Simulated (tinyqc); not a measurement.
Inside a calculation (part 2 of 2). Method: CCSD on RHF in the sto-3g basis, frozen core, for H2O, spin multiplicity 1. Computed by tinyqc, a small Python program that keeps every step (integrals from PySCF). Command: `OMP_NUM_THREADS=1 python tinyqc.py 24906 24907 out.jsonl` (the two numbers bound the seeds that draw the settings). One thread of a shared host (Intel(R) Xeon(R) Processor @ 2.60GHz), about 0.3 s of CPU time with the checks.

Geometry (angstrom):
```
atom         x          y         z
O     0.000000   0.000000  0.000000
H     0.000000   0.756000  0.461000
H     0.000000  -0.814000  0.496000
```

## CCSD: amplitude update 3

Amplitudes after update 2 (spin orbitals 1a, 1b, ...; amplitudes related by a flip of all spins are not repeated; the 24 largest):
```
from      to          t
3a 3b  7a 7b  -0.063592
3a 3b  6a 6b  -0.045631
4a 4b  6a 6b  -0.037487
3a 4b  6b 7a  -0.033363
4a 4b  7a 7b  -0.032582
2a 2b  6a 6b  -0.030644
2a 4b  6a 6b  -0.030643
2a 3b  6a 7b   0.029750
5a 5b  6a 6b  -0.026196
3a 4b  6a 7b   0.025378
2a 2b  7a 7b  -0.017260
2a 3b  6b 7a  -0.016557
3a 4b  6a 6b   0.015454
2a 3a  6a 7a   0.013193
5a 5b  7a 7b  -0.011208
2a 3b  6a 6b   0.009320
2a 3b  7a 7b  -0.009195
4a        6a  -0.008932
3a 3b  6a 7b  -0.007994
3a 4a  6a 7a  -0.007985
3a 4b  7a 7b  -0.007891
2a 4b  6b 7a  -0.006195
2a 4b  6a 7b   0.005817
2a 4b  7a 7b   0.003822
```

Two-electron integrals over orbitals (pq|rs), unique and non-zero (hartree); the lowest 1 orbital is frozen and left out:
```
(22|22) 0.727138    (32|22) 0.012535    (32|32) 0.148784    (33|22) 0.647868
(33|32) -0.007585   (33|33) 0.641902    (42|22) 0.010087    (42|32) 0.001003
(42|33) 0.007182    (42|42) 0.124406    (43|22) 0.006290    (43|32) 0.018065
(43|33) 0.002159    (43|42) -0.007011   (43|43) 0.043682    (44|22) 0.688623
(44|32) -0.004633   (44|33) 0.610043    (44|42) -0.104121   (44|43) 0.011726
(44|44) 0.818172    (52|52) 0.144090    (53|52) -0.004496   (53|53) 0.029539
(54|52) -0.042956   (54|53) 0.002611    (54|54) 0.055714    (55|22) 0.747197
(55|32) -0.001920   (55|33) 0.634090    (55|42) -0.058636   (55|43) 0.009898
(55|44) 0.745305    (55|55) 0.880159    (62|22) 0.136686    (62|32) -0.011732
(62|33) 0.071229    (62|42) 0.021607    (62|43) 0.005940    (62|44) 0.100945
(62|55) 0.158253    (62|62) 0.098488    (63|22) -0.035409   (63|32) -0.047016
(63|33) -0.018144   (63|42) 0.011440    (63|43) -0.027377   (63|44) -0.032614
(63|55) -0.041015   (63|62) -0.020144   (63|63) 0.081259    (64|22) 0.087825
(64|32) 0.012928    (64|33) 0.037960    (64|42) -0.010219   (64|43) 0.002950
(64|44) 0.104023    (64|55) 0.098832    (64|62) 0.059314    (64|63) -0.023028
(64|64) 0.056324    (65|52) 0.062069    (65|53) -0.006678   (65|54) -0.003654
(65|65) 0.039803    (66|22) 0.602037    (66|32) -0.034085   (66|33) 0.573942
(66|42) 0.060754    (66|43) -0.015721   (66|44) 0.545355    (66|55) 0.581328
(66|62) 0.085142    (66|63) 0.013935    (66|64) 0.037080    (66|66) 0.599767
(72|22) -0.032939   (72|32) -0.037425   (72|33) -0.012669   (72|42) 0.001888
(72|43) 0.029455    (72|44) -0.027565   (72|55) -0.037000   (72|62) -0.010534
(72|63) -0.031320   (72|64) -0.015154   (72|66) -0.019259   (72|72) 0.063516
(73|22) -0.135751   (73|32) 0.013719    (73|33) -0.092935   (73|42) 0.065499
(73|43) -0.003860   (73|44) -0.168273   (73|55) -0.185103   (73|62) -0.076188
(73|63) 0.016420    (73|64) -0.060600   (73|66) -0.041142   (73|72) 0.023363
(73|73) 0.143259    (74|22) -0.004099   (74|32) 0.070470    (74|33) -0.009626
(74|42) -0.003013   (74|43) -0.008682   (74|44) -0.010898   (74|55) -0.009642
(74|62) -0.013373   (74|63) -0.038463   (74|64) 0.005084    (74|66) -0.024293
(74|72) -0.014673   (74|73) 0.014879    (74|74) 0.061028    (75|52) -0.013473
(75|53) -0.022942   (75|54) 0.001979    (75|65) -0.003144   (75|75) 0.025519
(76|22) -0.006175   (76|32) -0.100124   (76|33) 0.013082    (76|42) -0.012677
(76|43) -0.038667   (76|44) 0.014311    (76|55) 0.005899    (76|62) -0.001362
(76|63) 0.065305    (76|64) -0.012945   (76|66) 0.034978    (76|72) -0.007642
(76|73) -0.022044   (76|74) -0.049453   (76|76) 0.110354    (77|22) 0.633707
(77|32) 0.039766    (77|33) 0.615103    (77|42) -0.013395   (77|43) 0.017160
(77|44) 0.620664    (77|55) 0.634875    (77|62) 0.069820    (77|63) -0.046096
(77|64) 0.043333    (77|66) 0.552414    (77|72) -0.015646   (77|73) -0.094743
(77|74) 0.015992    (77|76) -0.030530   (77|77) 0.642144
```

orbital energies (hartree): MO1 -20.216638, MO2 -1.272361, MO3 -0.656533, MO4 -0.425946, MO5 -0.383159, MO6 0.610549, MO7 0.838442

t_i^a D_i^a and t_ij^ab D_ij^ab are set to the remaining terms of the spin-orbital equations, evaluated with the old amplitudes; for the doubles these are <ij||ab> + 1/2 <ab||ef> t_ij^ef + 1/2 <mn||ij> t_mn^ab + P(ij)P(ab) <mb||ej> t_im^ae + terms in t^2 + terms with t1, D the orbital-energy denominators. DIIS then mixes the stored amplitudes.

DIIS coefficients: -0.623308  1.623308

Amplitudes after update 3 (spin orbitals 1a, 1b, ...; amplitudes related by a flip of all spins are not repeated; the 24 largest):
```
from      to          t
3a 3b  7a 7b  -0.065462
3a 3b  6a 6b  -0.047324
4a 4b  6a 6b  -0.039853
3a 4b  6b 7a  -0.034939
4a 4b  7a 7b  -0.033820
2a 4b  6a 6b  -0.032319
2a 2b  6a 6b  -0.030926
2a 3b  6a 7b   0.030217
3a 4b  6a 7b   0.027697
5a 5b  6a 6b  -0.026974
2a 3b  6b 7a  -0.017759
2a 2b  7a 7b  -0.017274
3a 4b  6a 6b   0.016563
2a 3a  6a 7a   0.012458
4a        6a  -0.012127
5a 5b  7a 7b  -0.010826
2a 3b  6a 6b   0.009683
2a 3b  7a 7b  -0.009514
3a 4b  7a 7b  -0.008354
3a 3b  6a 7b  -0.008277
3a 4a  6a 7a  -0.007242
2a 4b  6b 7a  -0.006314
2a 4b  6a 7b   0.006025
2a 2b  6a 7b   0.003617
```

correlation energy = -0.04306105 hartree

## CCSD: convergence

E_corr = 1/4 sum <ij||ab> t_ij^ab + 1/2 sum <ij||ab> t_i^a t_j^b; stop when the norm of the change is below 1e-8.

Course of the amplitude iterations:
```
update  correlation energy (hartree)  norm of the change
0                        -0.03099762                   -
1                        -0.03918354            6.03e-02
2                        -0.04167912            2.16e-02
3                        -0.04306105            8.74e-03
4                        -0.04305973            1.29e-03
5                        -0.04306408            2.36e-04
6                        -0.04306398            2.44e-05
7                        -0.04306410            5.21e-06
8                        -0.04306408            7.15e-07
9                        -0.04306407            1.37e-07
10                       -0.04306407            3.26e-08
11                       -0.04306407            4.82e-09
```

Converged amplitudes (spin orbitals 1a, 1b, ...; amplitudes related by a flip of all spins are not repeated; the 24 largest):
```
from      to          t
3a 3b  7a 7b  -0.065441
3a 3b  6a 6b  -0.046930
4a 4b  6a 6b  -0.040420
3a 4b  6b 7a  -0.035154
4a 4b  7a 7b  -0.033910
2a 4b  6a 6b  -0.032432
2a 2b  6a 6b  -0.030908
2a 3b  6a 7b   0.030009
3a 4b  6a 7b   0.028008
5a 5b  6a 6b  -0.026888
2a 3b  6b 7a  -0.017685
2a 2b  7a 7b  -0.017191
3a 4b  6a 6b   0.016714
4a        6a  -0.013246
2a 3a  6a 7a   0.012324
5a 5b  7a 7b  -0.010698
2a 3b  6a 6b   0.009639
2a 3b  7a 7b  -0.009493
3a 4b  7a 7b  -0.008400
3a 3b  6a 7b  -0.008295
3a 4a  6a 7a  -0.007146
2a 4b  6b 7a  -0.006299
2a 4b  6a 7b   0.006025
4a 4b  6a 7b  -0.003650
```

CCSD total energy = -74.98345391 hartree

T1 diagnostic, norm of the one-spin t1 over sqrt(correlated electrons) = 0.004863

Converged in 11 updates, with DIIS from the third.
